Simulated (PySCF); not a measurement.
Species: pentanal, C₅H₁₀O.
Atom-mapped SMILES: `[CH3:1][CH2:2][CH2:3][CH2:4][CH:5]=[O:6]` (hydrogens: H7, H8, H9 on C1; H10, H11 on C2; H12, H13 on C3; H14, H15 on C4; H16 on C5)

Level: wB97X-D/pcSseg-2 in PySCF, non-relativistic, on one gas-phase PBE0-D3(BJ)/def2-TZVP geometry that isn't relaxed in the solvent. The solvent is an IEF-PCM continuum (Bondi radii, 1.10 Å for H, scaled by 1.2). Only the electrostatic response of the medium enters.

Gas phase at wB97X-D/pcSseg-2: HOMO -9.31 eV, LUMO 1.31 eV, dipole 2.81 D.

Problem. What does the continuum do to the energy, the frontier levels and the dipole at wB97X-D/pcSseg-2 in chloroform?

Solution. 
```json
{"solvent": "chloroform", "ε": "4.711", "E(solvent) − E(gas) (kcal/mol)": "-3.66", "polarisation term (kcal/mol)": "-4.26", "distortion of the solute (kcal/mol)": "0.60", "HOMO (eV)": "-9.36", "LUMO (eV)": "1.34", "dipole (D)": "3.48"}
```

The polarisation term is half the interaction of the solute with the surface charges that it induces; the rest is the cost of distorting the solute's density. The sum is the electrostatic part of solvation alone.

Problem. Which radius a makes the point-dipole formula ΔE = −[(ε − 1)/(2ε + 1)]·μ²/a³ give the value in chloroform, with the gas-phase dipole?

Solution. μ = 1.107 au and |ΔE| = 0.00583 Eh give a = 2.23 Å; the farthest nucleus lies 3.63 Å from the centroid of the nuclei, so such a sphere wouldn't even hold the nuclei. The formula assumes a rigid point dipole at the centre of a sphere.

The values belong to the conformer `[CH3:1][CH2:2][CH2:3][CH2:4][CH:5]=[O:6]`: C1–C2–C3–C4 180°, C2–C3–C4–C5 -179°, C3–C4–C5–O6 0°.

Note: wB97X-D ran without an empirical dispersion term, which enters the total energy and its gradient alone.
